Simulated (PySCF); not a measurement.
Geometry:
| atom | x (Å) | y (Å) | z (Å) |
| --- | --- | --- | --- |
| O1 | -1.441 | 0.906 | -0.392 |
| Si2 | -0.977 | -0.482 | 0.248 |
| P3 | 1.306 | 0.034 | 0.052 |
| H4 | -2.308 | 1.264 | -0.574 |
| H5 | -1.144 | -1.649 | -0.605 |
| H6 | -1.181 | -0.610 | 1.682 |
| H7 | 1.722 | 1.231 | 0.590 |
| H8 | 1.823 | 0.144 | -1.219 |
| H9 | 2.214 | -0.831 | 0.619 |

Total charge +1.

Geometry: GFN2-xTB; GIAO absolute shieldings from PySCF, gas phase, non-relativistic, averaged over equivalent atoms.

At PBE0/pcSseg-1 (95 basis functions, 13 s wall time on 1 thread of an Arm Neoverse N1, shared host):
| atoms | σ (ppm) |
| --- | --- |
| O1 | 319.8 |
| Si2 | 365.9 |
| P3 | 507.5 |
| H5/H6 | 25.49 |
| H7/H8/H9 | 27.05 |
| H4 | 28.34 |

Task: What do these become at BLYP/pcSseg-1?

Result: 
```json
{"atoms": "O1", "σ at BLYP/pcSseg-1": "308.5", "change": "-11.3"}
{"atoms": "Si2", "σ at BLYP/pcSseg-1": "343.4", "change": "-22.5"}
{"atoms": "P3", "σ at BLYP/pcSseg-1": "477.2", "change": "-30.3"}
{"atoms": "H5/H6", "σ at BLYP/pcSseg-1": "25.42", "change": "-0.07"}
{"atoms": "H7/H8/H9", "σ at BLYP/pcSseg-1": "27.28", "change": "+0.23"}
{"atoms": "H4", "σ at BLYP/pcSseg-1": "28.55", "change": "+0.21"}
```

The largest change is at P3 (phosphorus bonded to Si, 3 H). Cost: 95 basis functions, 11 s wall time on 1 thread of an Arm Neoverse N1, shared host.
